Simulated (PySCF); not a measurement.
## One molecule, a ladder of functionals, a line

Molecule: `C#CCO`, C₃H₄O.

Atom-mapped SMILES (the numbers label the heavy atoms): `[CH:1]#[C:2][CH2:3][OH:4]` (H(Xn): hydrogen on atom n).

GIAO shieldings (ppm, equivalent atoms averaged) in PySCF on the PBE0-D3(BJ)/def2-SVP geometry, basis pcSseg-2, gas phase, non-relativistic:

| functional | exact exchange (%) | σ(C2) | σ(C1) | σ(C3) |
| --- | --- | --- | --- | --- |
| BLYP | 0 | 88.8 | 100.3 | 116.4 |
| BP86 | 0 | 92.4 | 102.0 | 121.1 |
| PBE | 0 | 91.9 | 101.8 | 121.3 |
| B3LYP | 20 | 92.6 | 101.5 | 123.0 |
| PBE0 | 25 | 96.6 | 103.5 | 128.9 |
| mPW1PW91 | 25 | 96.3 | 103.2 | 128.2 |
| HF | 100 | 108.3 | 109.2 | 143.9 |

**Question.** Fit each shielding as a line in the percentage of exact exchange.

**Answer.** σ(C2) = 91.0 + 0.17 x (rms 1.4 ppm); σ(C1) = 101.1 + 0.08 x (rms 0.7 ppm); σ(C3) = 120.2 + 0.24 x (rms 2.1 ppm). The functionals also differ in their semilocal parts, which the line can't hold; Hartree–Fock has no correlation at all.

**Question.** What does the line predict for BHandHLYP (50 %), and what does the run give?

**Answer.** σ(C2): 99.5 predicted, 98.2 computed; σ(C1): 105.1 predicted, 103.7 computed; σ(C3): 132.2 predicted, 131.5 computed ppm.
